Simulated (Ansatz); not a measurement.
Barrier height from CH3F (SMILES CF) + Cl− to the transition structure CH3ClF, without zero-point energy, on the benchmark's geometries as Psi4's copy of the set gives them.
Transition structure (charge -1, multiplicity 1):
```xyz
6

F      0.000     0.000    -2.538
C      0.000     0.000    -0.488
H      0.000     1.062    -0.615
H     -0.920    -0.531    -0.615
H      0.920    -0.531    -0.615
Cl     0.000     0.000     1.625
```
Reactant (charge 0, multiplicity 1):
```xyz
5

C     -0.6321     0.0000     0.0000
F      0.7491     0.0000     0.0000
H     -0.9832    -0.3385     0.9726
H     -0.9832     1.0116    -0.1932
H     -0.9832    -0.6731    -0.7794
```

Open shells are unrestricted; no spin–orbit coupling.

The values were computed with Ansatz (an electronic-structure program) with Gaussian orbitals. Values without a source in brackets are computed.

Question: One of these levels gives 0.628 eV for the barrier height. Which?
A) HF/aug-cc-pV(D+d)Z
B) B97M-V/def2-TZVPPD
C) SVWN5/def2-TZVPPD
D) revPBE/def2-TZVPPD

Answer: D, revPBE/def2-TZVPPD. The others give 1.383 (HF/aug-cc-pV(D+d)Z), 0.434 (SVWN5/def2-TZVPPD), 0.800 (B97M-V/def2-TZVPPD)
